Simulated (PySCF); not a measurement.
System: C4H5N2, charge 1, multiplicity 1. It need not be the lowest isomer of its formula. SMILES: c1c[nH+]ccn1
Coordinates optimised at B3LYP-D3(BJ)/def2-TZVP (Ansatz):
```xyz
11

C      1.2002    -0.6485    -0.0615
C      1.1210     0.7303     0.0624
N     -0.1017     1.2793     0.1150
C     -1.2224     0.5448     0.0522
C     -1.0827    -0.8292    -0.0713
N      0.1122    -1.4108    -0.1268
H      2.1644    -1.1384    -0.1081
H      1.9750     1.3892     0.1191
H     -0.1820     2.2884     0.2057
H     -2.1699     1.0612     0.1012
H     -1.9574    -1.4647    -0.1259
```
Charge +1, spin multiplicity 1.

Dispersion corrections to the total energy (kcal/mol) from the dftd3 and dftd4 libraries through PySCF: D3(BJ) without and D4 with the three-body term, each with the damping fitted for the functional named.

```json
[
 {"functional": "B2PLYP", "D3(BJ)": "-4.68", "D4": "-3.66"},
 {"functional": "PBE", "D3(BJ)": "-6.06", "D4": "-5.26"},
 {"functional": "CAM-B3LYP", "D3(BJ)": "___", "D4": "-4.34"},
 {"functional": "HSE06", "D3(BJ)": "-3.73", "D4": "___"},
 {"functional": "PBE0", "D3(BJ)": "-5.13", "D4": "___"},
 {"functional": "TPSS", "D3(BJ)": "-7.54", "D4": "-7.15"},
 {"functional": "BHLYP", "D3(BJ)": "-7.94", "D4": "-5.84"}
]
```

Task: Fill in the missing entries.

Result: 
- CAM-B3LYP, D3(BJ): -4.47
- HSE06, D4: -4.01
- PBE0, D4: -4.36
